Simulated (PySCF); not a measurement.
Input of a run (B3LYP/def2-TZVP geometry optimisation, gas phase (PySCF 2.14.0)), started from GFN2-xTB:
```
{"job": {"xc": "B3LYP", "basis": "def2-TZVP", "grid": 1, "kind": "geom"}, "charge": 0, "multiplicity": 1}
C     -0.114941     0.005328     0.002935
S      1.483938    -0.052156     0.134838
H     -0.612125     0.819079    -0.508706
H     -0.746638    -0.767478     0.421236
```

Output (energies in Eh, forces in Eh/bohr):
```
step   0  E = -437.50991993  max force = 0.005644
step   1  E = -437.51001114  max force = 0.001012
step   2  E = -437.51001204  max force = 0.000243
optimisation converged
```

Task: Summarise the run.

Result: The energy falls by 0.24 kJ/mol over 3 energy and gradient evaluations, the largest force component goes from 0.0056 to 2.4e-04 Eh/bohr, and the atoms move by 0.007 Å rms after alignment. Among the bonds, C1–H3 and C1–H4 change most and about equally (+0.007 Å). Bonds longer at the end by more than 0.005 Å: 2 of 3; shorter: 0. The energy never rose by more than 1e-6 Eh on the way. The first step brought 99 % of the lowering.

Task: What are the final bond lengths?

Result: C1=S2 1.605 Å, C1–H3 1.089 Å, C1–H4 1.089 Å. Numbering counts from 1 in the input's order; the species is thioformaldehyde (`C=S`).

The run used 80 basis functions and 19 SCF cycles in all. Time: 2.1 s of wall time; peak memory 0.33 GiB. Hardware: Arm Neoverse V2, one thread (shared host).

Whether it is a minimum is left open (no frequencies).
